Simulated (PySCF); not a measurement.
## Carbon: a sound run and one with changed settings

Sound run: C [He] 2s2 2p2, C⁺ [He] 2s2 2p1. All numbers are calculated (PySCF 2.14, the spin-free X2C one-electron Hamiltonian (Gaussian nucleus), in cc-pVDZ-DK). In the sound run the correlated levels freeze 1s2. The sound run starts from symmetry-adapted Hartree-Fock orbitals and uses a fine grid where one is needed.

Changed run: all electrons correlated in a basis built for the valence shell.

```tsv
species	method	sound run (hartree)	changed run (hartree)	converged
C	MP2	-37.75325	-37.75459	yes
C	CCSD(T)	-37.77531	-37.77650	yes
C⁺	MP2	-37.34592	-37.34723	yes
C⁺	CCSD(T)	-37.37197	-37.37304	yes
```

Ionisation energy of C:

```
 method  sound run (eV)  changed run (eV)
    UHF          10.799            10.799
    MP2          11.084            11.085
SCS-MP2          10.977            10.977
   CCSD          10.968            10.971
CCSD(T)          10.975            10.979
```

A valence basis has no tight correlating functions, so it recovers only part of the core correlation, and not evenly between atom and ion.

For comparison, NIST gives 11.260 eV between the lowest levels.
